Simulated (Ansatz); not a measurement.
# Al2: the cost of one run

The runs use Ansatz 0.2.0, Gaussian basis; def2-QZVPP, core rule «outside noble gas», up to 10 orbitals frozen.

To be run: UHF; ROHF; CCSD(T) on UHF.

2 further runs of the same task are left out: 2 set aside as unsound or not needed.

### Step 1. What is computed

The geometry is a PBE0/def2-TZVP stationary point (not a proven minimum) of the parent state, kept for this charge and spin.

2 atoms, charge 0, spin multiplicity 3.

Atoms are counted from 1 here; the program's logs count them from 0.

No contacts short enough for the rule that draws bonds.

### Step 2. UHF

Input file in.yaml:

```yaml
crystal:
  periodic: [false, false, false]
  atoms:
    - {symbol: Al, position_ang: [0.000000, 0.000000, 0.000000]}
    - {symbol: Al, position_ang: [0.000000, 0.000000, 3.031047]}
basis:
  gaussian: {orbitals: "def2-QZVPP.json"}
magnetization: {spin_polarized: true, initial_magnetization: 2}
hamiltonian: {xc: hf}
output: {orbitals: {seedname: orbitals}}
```

Started as:

```sh
> ansatz run in.yaml --threads 1 --pin off --events-out ev --progress --plain --max-ram 2393MiB
```

Q: Estimate wall time and peak memory on 1 thread of AMD EPYC 9B14, shared host.

About 9.5 s, with a peak of 0.32 GiB.
